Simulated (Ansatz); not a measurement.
System: 1T (CdI2-type) ZrSe₂. Method: HSE06+SOC in Ansatz (plane waves, PAW).

Settings: plane-wave cutoff 460 eV, 9×9×4 k mesh (along the axes of the cell as run), Fermi–Dirac smearing 0.01 eV, PAW data made under PBE.

Cell (measured lattice):

```cif
data_Se2Zr
_chemical_formula_sum 'Zr1 Se2'
_space_group_name_H-M_alt 'P-3m1'
_space_group_IT_number 164
_space_group_name_Hall '-P 3 2"'
_cell_length_a 3.77000
_cell_length_b 3.77000
_cell_length_c 6.12800
_cell_angle_alpha 90.000
_cell_angle_beta 90.000
_cell_angle_gamma 120.000
loop_
_atom_site_label
_atom_site_type_symbol
_atom_site_symmetry_multiplicity
_atom_site_Wyckoff_symbol
_atom_site_fract_x
_atom_site_fract_y
_atom_site_fract_z
_atom_site_occupancy
Zr1 Zr 1 a 0.00000 0.00000 0.00000 1
Se1 Se 2 d 0.33333 0.66667 0.25600 1
```

### Question
What does this level give for the band gap and smallest direct gap on the k points sampled?

### Answer

band gap: 0.73 eV (indirect)
smallest direct gap on the k points sampled: 1.59 eV

Measured, for comparison: band gap 1.18 eV (temperature not stated, not corrected to a static lattice, fundamental, indirect, our sources range from 0.90 to 1.20; as tabulated in Rybak et al. (2022), arXiv:2210.12074). Computed (rounded) less measured: band gap not scored (sources differ).

Note: cell and atoms aren't relaxed at this level (pressure 1.2 GPa).

Computing time: roughly 50 core-minutes.

Ansatz is a program for electronic structure.
